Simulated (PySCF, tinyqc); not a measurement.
Starting guesses with DIIS over 6 matrices: SCF starting guesses in the sto-6g basis, for N2, spin multiplicity 1. Computed by the program tinyqc with PySCF. RHF with one setting changed at a time; a run stops when the energy changes by less than 1e-09 hartree and the error matrix is below 1e-5. Starts: the lowest orbitals of the core Hamiltonian, of the Wolfsberg-Helmholz matrix (K = 1.75), projected atomic densities, random orbitals, and the highest orbitals of the core Hamiltonian (a deliberately bad start).

Geometry (angstrom):
```
atom       x       y       z
N     0.0000  0.0000  0.0000
N     0.0000  0.0000  1.2870
```

lowest restricted solution found by these runs and by PySCF = -108.491860 hartree

Largest element of the error matrix X^T (FDS - SDF) X:
```
iteration     core  Wolfsberg-Helmholz  atomic densities   random  highest core orbitals
1          8.4e-01             3.1e-01           9.8e-01  1.1e+01                2.5e-01
2          1.6e-01             1.0e-01           1.6e-02  1.3e+00                3.7e-01
3          2.0e-02             8.3e-03           7.4e-04  1.4e+00                2.2e-01
4          1.2e-03             1.6e-05           1.2e-04  1.4e-01                3.2e-02
5          2.5e-04             9.9e-09           4.5e-09  1.0e-01                1.1e-03
6          6.6e-06                   -           1.9e-13  4.4e-02                2.9e-05
8                -                   -                 -  1.1e-02                9.6e-06
10               -                   -                 -  1.6e-04                      -
14               -                   -                 -  1.8e-05                      -
```

How each run ends:
```
run                    iterations  E (hartree)         state
core                            7  -107.987476        higher
Wolfsberg-Helmholz              5  -108.491860  lowest found
atomic densities                6  -108.491860  lowest found
random                         16  -108.491860  lowest found
highest core orbitals           9  -108.491860  lowest found
```

What does the comparison show, and why?

4 of 5 runs reach the lowest restricted solution found, in 5 to 16 iterations (fastest: Wolfsberg-Helmholz). Ending on a higher stationary point: core; a small error matrix cannot reveal that, and an occupation fixed by the start is kept by symmetry or by the shape of the basin. The first errors are 8e-01, 3e-01, 1e+00, 1e+01, 2e-01; the deliberately bad start has the smallest one, so a small first error does not mark a good start. The restricted reference is unstable here: a spin-polarised solution lies 0.0103 hartree lower (PySCF), so results built on it describe a poor reference.
